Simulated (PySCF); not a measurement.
Thiirane, C₂H₄S, SMILES C1CS1, point group C2v.

Force field and properties: BP86/pcSseg-1 (PySCF, grid level 1). Vibrational terms come from second-order perturbation theory with semi-diagonal cubic constants, by steps of ±0.6 along the normal coordinates of each isotopologue. The parent has the commonest isotopes.

Equilibrium geometry (Å):

```tsv
atom	x	y	z
C1	-0.7414	-0.0809	0.0060
C2	0.7464	-0.0721	-0.0122
S3	-0.0105	1.5869	-0.2632
H4	-1.2524	-0.2184	0.9675
H5	-1.2732	-0.5037	-0.8560
H6	1.2824	-0.2034	0.9365
H7	1.2620	-0.4888	-0.8869
```

Problem. Give the equilibrium and ground-state rotational constants (MHz) of parent; ¹³C at 1.

Solution. 
```
 species     Ae     Be      Ce     A0     B0      C0  Δ0 (u Å²)  harmonic ZPE (cm⁻¹)
  parent  21788  10507  7844.4  21587  10442  7779.7     -6.848                11655
¹³C at 1  21302  10340  7688.4  21108  10277  7625.6     -6.846                11618
```

Δ0 = Ic − Ia − Ib from the ground-state constants.

Problem. How is the parent's vibrational correction B0 − Be made up?

Solution. 
```csv
axis,harmonic,Coriolis,cubic,total (MHz)
a,62.8,-16,-248,-201
b,26.2,-4.31,-87.3,-65.4
c,8.68,-1.15,-72.2,-64.6
```

Problem. And its quartic centrifugal distortion constants from the harmonic force field?

Solution. Asymmetric top, A reduction, Ir representation: ΔJ = 7.54 kHz, ΔJK = 10.6 kHz, ΔK = 18 kHz, δJ = 2.04 kHz, δK = 15.4 kHz.
